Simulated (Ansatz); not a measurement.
# AlClH4O: the cost of one run

Method: RKS BLYP/def2-TZVP, in Ansatz 0.2.0.

### 1 Starting point

Bond lengths: Al1–Cl2 2.580 Å, Al1–H3 1.560 Å, Al1–H4 1.560 Å, Al1–O5 2.080 Å, O5–H6 1.010 Å. Angles: Cl2–Al1–H3 120.0°, Cl2–Al1–H4 120.0°, Cl2–Al1–O5 71.6°, H3–Al1–H4 120.0°, H3–Al1–O5 97.0°, H4–Al1–O5 101.2°, Al1–O5–H6 109.5°.

Structure file:

```xyz
7

Al    0.0000    0.0000    0.0000
Cl    0.0000    0.0000    2.5800
H     1.3510    0.0000   -0.7800
H    -1.3510    0.0000   -0.7800
O     0.0869   -1.9720    0.6559
H    -0.4595   -2.5566    0.0397
H     0.0622   -1.4098    1.8287
```

### 2 A restrained relaxation towards end A

Springs on the bonds that form and break draw the guess towards this end; the thresholds are loose.

input.yaml reads:

```yaml
crystal:
  periodic: [false, false, false]
  atoms:
    - { symbol: Al, position_ang: [0.0, 0.0, 0.0] }
    - { symbol: Cl, position_ang: [0.0, 0.0, 2.58] }
    - { symbol: H, position_ang: [1.351, 0.0, -0.78] }
    - { symbol: H, position_ang: [-1.351, 0.0, -0.78] }
    - { symbol: O, position_ang: [0.0869, -1.972, 0.6559] }
    - { symbol: H, position_ang: [-0.4595, -2.5566, 0.0397] }
    - { symbol: H, position_ang: [0.0622, -1.4098, 1.8287] }
basis:
  gaussian: { orbitals: def2-TZVP }
hamiltonian:
  xc: blyp
relax:
  f_tol: 0.15
  max_steps: 25
  restrain:
    - { distance: [0, 4], at: 2.98, k: 30.0 }
    - { distance: [6, 1], at: 2.57, k: 30.0 }
    - { distance: [0, 1], at: 2.23, k: 30.0 }
    - { distance: [6, 4], at: 1.01, k: 30.0 }
```

Run with:

```sh
> ansatz run input.yaml --threads 4 --pin off --max-ram 5120MiB --backend cpu --events-out ev --progress --plain --runs-dir out
```

Q: Estimate wall time and peak memory on 4 threads of AMD EPYC 7B13 (Zen 3), shared host.

About 11 s, with a peak of 0.22 GiB.
